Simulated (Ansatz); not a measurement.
# HGe–CH$_{3}$⁺, doublet: reading a ladder of total energies

Geometry: that of the HGe–CH3, triplet, kept fixed.

```tsv
atom	x (Å)	y (Å)	z (Å)
Ge	0.0000	-0.0339	0.3367
C	0.0000	0.0760	-1.6330
H	0.0000	1.2646	1.1794
H	0.0000	-0.9316	-2.0470
H	0.8946	0.6023	-1.9682
H	-0.8946	0.6023	-1.9682
```

Basis cc-pVDZ; Ansatz 0.2.0. Only valence electrons are correlated (noble-gas cores and the filled d shells of p-block atoms frozen), which leaves 11 electrons in 46 orbitals. Prefix R: restricted or restricted open-shell reference; prefix U: unrestricted. No spin–orbit coupling is included, and no scalar relativity.

Full CI isn't at hand for all of this; UCCSDT(Q) serves as the reference, and is uncertain by about the last step of the cluster series.

Runs differ by some tens of microhartree through their thresholds and, for an open shell, their frozen cores, so steps under 0.03 kcal/mol mean nothing.

| level | total energy (hartree) |
| --- | --- |
| UHF | -2115.219843 |
| UMP2 | -2115.421767 |
| UCCSD | -2115.454674 |
| UCCSD(T) | -2115.460998 |
| UCCSDT | -2115.461887 |
| UCCSDT(Q) | -2115.462218 |

What is the correlation energy at UCCSDT(Q), and what share of it do UMP2 and UCCSD recover?

E(corr) = -2115.462218 − (-2115.219843) = -0.242375 hartree = -6.595 eV. UMP2: -0.201924 / -0.242375 = 83.31 %. UCCSD: -0.234831 / -0.242375 = 96.89 %.

By how many kcal/mol does UCCSD(T) miss UCCSDT(Q) (1 hartree = 627.509 kcal/mol), and which steps make up the rest?

-2115.460998 − (-2115.462218) = 0.001220 hartree = 0.77 kcal/mol. Steps: UCCSDT − UCCSD(T) = -0.56, UCCSDT(Q) − UCCSDT = -0.21 kcal/mol. That is within 1 kcal/mol of the reference in this basis, which itself misses far more of the correlation at the basis-set limit.
